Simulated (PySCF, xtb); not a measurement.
CH₄O, SMILES CO (connectivity only; charge and spin as stated), charge +1, multiplicity 2.

The structure is a stationary point at PBE-D3(BJ)/def2-TZVP. The spin state was assumed, not searched.

Computed with PySCF with IEF-PCM-M06-2X/def2-SVP.

The values are the electrostatic part of the solvation free energy, E(continuum) − E(gas) at the gas-phase geometry, in a cavity of scaled van der Waals radii (PySCF's table); cavitation and dispersion terms are not included.

```
solvent       ε  ΔG(elec) (kcal/mol)
--------  -----  -------------------
water     78.36                -76.1
methanol  32.61                -74.6
n-hexane   1.88                -35.6
```

For comparison, GFN2-xTB/ALPB(water) (xtb, at the GFN2-xTB geometry, all terms of that model) gives -80.2 kcal/mol.
